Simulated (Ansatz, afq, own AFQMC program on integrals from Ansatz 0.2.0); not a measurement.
# Where AFQMC and coupled cluster stand for CH3Ge, doublet

```
atom    x (Å)    y (Å)    z (Å)
  Ge   0.0000   0.0000   0.3544
   C   0.0103   0.0000  -1.6349
   H  -1.0513   0.0000  -1.9236
   H   0.4627   0.8945  -2.0693
   H   0.4627  -0.8945  -2.0693
```

Connectivity, by distances: Ge–CH3.

Basis cc-pVDZ. Only valence electrons are correlated. Integrals, coupled cluster, full CI and functionals: Ansatz 0.2.0; the random walks run on the same integrals in our own AFQMC program. The CISD trial takes its coefficients from CCSD amplitudes. Released means that phaseless walkers are propagated on without the constraint, phases kept. Free AFQMC starts from the CCSD state and is never constrained. Its projection time is finite, and what remains of the start isn't in its error. Error bars are statistical, one sigma. No spin–orbit coupling.

Determinant: UHF, the one that the program's search chose, which needn't be the lowest solution. The geometry is a point of a scan.

No full CI on the walks' own integrals is used here. The released AFQMC energy serves as the reference, which it does only where one determinant dominates, the energy is flat over the last release times and near the phaseless one (40 meV or 2 meV an electron, half that with transition metals). On small molecules, where full CI could be run and the noise was under 10 meV, such values lay within 10 meV of it in 19 cases of 20, a flattering rate, since the rule was set on those same cases; what remains of the bias isn't in the error bar.

Cautions: no relativity below Rb; no spin-orbit coupling; inner d shell frozen; the released value is read at 2.40 1/Eh with a noise of 14 meV, more than in the cases checked (meV from the phaseless value at times in 1/Eh: -2 ± 13 at 0.24, -3 ± 11 at 0.51, -20 ± 10 at 0.99, -23 ± 12 at 1.62, -10 ± 14 at 2.40).

The T1 diagnostic is 0.0122 and the weight of the determinant in the CISD state is 0.882. The ⟨S²⟩ of the determinant is 0.763. The size of the correlated space is 11 electrons in 41 orbitals.

```csv
level,correlation energy (eV)
MP2,-5.5976
CCSD,-6.4916
CCSD(T),-6.6646
```

Problem. Estimate where phaseless AFQMC with a CISD trial lies against CCSD(T) on the same integrals.

Solution. 0.91 ± 0.38 mEh below CCSD(T).

Reference: AFQMC with the constraint released, correlation energy -6.699 ± 0.014 eV.

```json
{"level": "CCSD(T)", "E − E(reference) (mEh)": "1.27 ± 0.50", "share of correlation (%)": "99.49"}
{"level": "ph-AFQMC/HF", "E − E(reference) (mEh)": "3.26 ± 1.80", "share of correlation (%)": "98.68"}
{"level": "ph-AFQMC/CISD", "E − E(reference) (mEh)": "0.35 ± 0.63", "share of correlation (%)": "99.86"}
{"level": "free AFQMC", "E − E(reference) (mEh)": "0.21 ± 0.68", "share of correlation (%)": "99.91"}
```

Free projections are given only where their last times agree within the noise and don't stop above the reference; a slow remainder of the start can still hide under it. A walk keeps the symmetry of its determinant, which the program's search chose and which needn't be the lowest solution, so a lower state of the same spin and another symmetry isn't excluded. Released energies are given only where the last usable release times agree within the noise; a slower fall can still hide under it.
